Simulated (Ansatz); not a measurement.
formamide (SMILES NC=O) moved off its minimum; all values from Ansatz (an electronic-structure program), cores frozen in correlated methods.
(charge 0, multiplicity 1)
```xyz
6

N     -1.23357     0.20361     0.26298
C      0.23073     0.20206    -0.02660
O      1.04984    -0.60673    -0.10073
H     -1.47637    -0.61169     0.16345
H     -1.64839     1.07376     0.21040
H      0.55006     1.34160    -0.08287
```

Forces at wB97M-V/def2-TZVPP (eV/Å):

```csv
atom,Fx,Fy,Fz
N1,9.487,7.261,0.600
C2,-3.958,7.072,1.172
O3,1.403,-3.699,-0.269
H4,-5.050,-10.289,-1.124
H5,-1.338,1.178,-0.318
H6,-0.544,-1.522,-0.061
```

Task: Give the forces (eV/Å), the total energy and the dipole at CCSD(T)/cc-pVTZ.

Result: 
```csv
atom,Fx,Fy,Fz
N1,9.387,7.320,0.729
C2,-4.356,7.645,1.160
O3,1.997,-4.307,-0.320
H4,-5.097,-10.342,-1.162
H5,-1.343,1.183,-0.360
H6,-0.588,-1.499,-0.047
```
Energy -169.5826 hartree, dipole 2.83 D.
